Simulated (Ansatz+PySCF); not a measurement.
triplet NH: levels of theory in one basis

```tsv
atom	x (Å)	y (Å)	z (Å)
N	0.0172	-0.0414	-0.1087
H	0.0186	-0.0073	0.9618
```

Basis set: def2-SVP (spherical functions). Frozen core: 1 orbital. Correlation on ROHF uses semicanonical orbitals with singles. Charge 0, multiplicity 3.

Computed with Ansatz (development build ahead of 0.2.0); each method stands on the lowest determinant of its kind that the runs found. NEVPT2 correlates all electrons. Active spaces start from the frontier orbitals, and the lowest solution found is given.

```json
{"method": "ROHF", "E − E(ROHF) (eV)": "0.00", "<S²> of the determinant": "2.00"}
{"method": "UHF", "E − E(ROHF) (eV)": "-0.20", "<S²> of the determinant": "2.02"}
{"method": "ROHF-MP2", "E − E(ROHF) (eV)": "-3.03", "<S²> of the determinant": "–"}
{"method": "UHF-MP2", "E − E(ROHF) (eV)": "-3.03", "<S²> of the determinant": "2.02"}
{"method": "ROHF-CCSD", "E − E(ROHF) (eV)": "-3.55", "<S²> of the determinant": "–"}
{"method": "UHF-CCSD", "E − E(ROHF) (eV)": "-3.55", "<S²> of the determinant": "2.02"}
{"method": "ROHF-CCSD(T)", "E − E(ROHF) (eV)": "-3.60", "<S²> of the determinant": "–"}
{"method": "UHF-CCSD(T)", "E − E(ROHF) (eV)": "-3.60", "<S²> of the determinant": "2.02"}
{"method": "CASSCF(6,5)", "E − E(ROHF) (eV)": "-0.75", "<S²> of the determinant": "–"}
```

Problem. What does SC-NEVPT2(6,5) give on the same scale?

Solution. -3.14 eV. NEVPT2 here correlates all electrons, so it doesn't share the others' frozen core.

Problem. Is a single determinant a sound starting point here?

Solution. By this sign, yes. Unrestricted orbitals gain 0.20 eV and <S²> is 2.02 against 2.00 for a pure state. The CASSCF(6,5) natural occupations are 2.00, 1.97, 1.00, 1.00, 0.03.
